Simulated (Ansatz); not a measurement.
`BC=N`. Total charge 0; spin multiplicity 1.

```xyz
7

B    -0.739    0.702   -0.493
C     0.086   -0.413    0.225
N     1.292   -0.145    0.548
H    -0.491    1.847   -0.273
H    -1.591    0.403   -1.279
H    -0.331   -1.421    0.364
H     1.774   -0.973    0.909
```

(1) What are the harmonic wavenumbers in cm⁻¹ at PBE0-D4/def2-TZVP (Ansatz, finite differences of forces, unscaled)? (Best estimate.)

(2) Is this a minimum?

(3) Give the ideal-gas thermochemistry at 298.15 K and 1 bar (rigid rotor, harmonic oscillator; point group C1, symmetry number 1).

(4) Rotational constants (cm⁻¹)?

Answers

(1) The calculation gave: 101, 353, 596, 862, 958, 1032, 1164, 1217, 1243, 1426, 1674, 2596, 2692, 3002, 3423.

(2) Yes, all 15 modes are real.

(3) Zero-point energy 133.6 kJ/mol; H(298) − E = 147.3 kJ/mol; entropy 268.8 J/(mol·K), of which translation 155.1, rotation 90.5, vibration 23.2; G(298) − E = 67.2 kJ/mol.

(4) 1.848, 0.3519, 0.3002.
